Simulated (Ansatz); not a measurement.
System: tetradymite Bi2Se3. Method: PBE-D3(BJ) (PAW; Ansatz, a quantum-chemistry and plane-wave program).

Settings: plane-wave cutoff 500 eV, 10×10×10 k mesh, Fermi–Dirac smearing 0.05 eV, scalar-relativistic PAW data made under PBE.

Computed at the level's own relaxed cell.

### Question
Predict the equilibrium volume per atom, lattice parameter a and lattice parameter c.

### Answer

* **equilibrium volume per atom**: 28.22 Å³/atom
* **lattice parameter a**: 4.144 Å
* **lattice parameter c**: 28.464 Å

Measured, for comparison: lattice constant a 4.143 Å, lattice parameter c 28.636 Å (temperature not stated, not corrected to a static lattice; as tabulated in Luo et al. (2012), arXiv:1308.1523). Computed (rounded) less measured: lattice constant a 0.0 %, lattice parameter c -0.6 %. A static lattice is as a rule a little smaller and stiffer than an uncorrected measurement, which narrows the difference in the lattice parameter c and would widen misses of the other sign.

Spin–orbit coupling is not included; it can shift volumes and moduli of such heavy elements.

Computed values are for the static lattice.
